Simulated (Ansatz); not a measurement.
Reaction (isomerisation): `N=C(F)CO` → `OC/N=C\F`

Gas-phase electronic energies from Ansatz, PBE0-D4/def2-TZVP geometries. CCSD(T)/CBS adds triple-zeta CCSD(T) − MP2 to the extrapolated MP2 energy (def2 sets, frozen cores). DFT in def2-TZVPP. Each species was taken in one conformer, which may not be the lowest.

```
      level  ΔE (kJ/mol)
 r2SCANh-D4         29.7
HF/def2-SVP         24.7
```

(1) What does CCSD(T)/CBS give? (Estimate.)

(2) What do rigid-rotor, harmonic-oscillator terms from PBE0-D4/def2-TZVP frequencies (298.15 K, 1 bar) make of the CCSD(T)/CBS value? (An estimate is asked.)

Largest T1 diagnostic among the species: 0.013.

Results:

(1) The calculation gave: +28.5 kJ/mol. The listed levels differ from it by 1.2, -3.8 kJ/mol.

(2) The calculation gave: ΔZPE = -0.9 kJ/mol, ΔH = +28.2 kJ/mol, ΔS = 9 J/(mol·K), ΔG = +25.6 kJ/mol.

From PBE to PBE0 (25 % exact exchange), in def2-TZVPP and without D4, ΔE moves by +3.4 kJ/mol. At CCSD(T), def2-SVP lies −5.2 kJ/mol from the extrapolated value and def2-TZVPP −1.0 kJ/mol.
